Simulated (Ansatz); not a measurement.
**bcc Mo**

Calculation: PBEsol (Ansatz, a quantum-chemistry and plane-wave program, PAW).

Run with plane-wave cutoff 500 eV, 18×18×1 k mesh (along the axes of the cell as run), Fermi–Dirac smearing 0.1 eV, scalar-relativistic PAW data made under PBE.

Cell: relaxed at this level.

| Property | Value |
|---|---|
| surface energy of the (111) face | 3.34 J/m² |
| work function of the (111) face | 4.07 eV |

The slab of 18 atoms is relaxed and unreconstructed.

Static lattice: no zero-point or thermal effects.
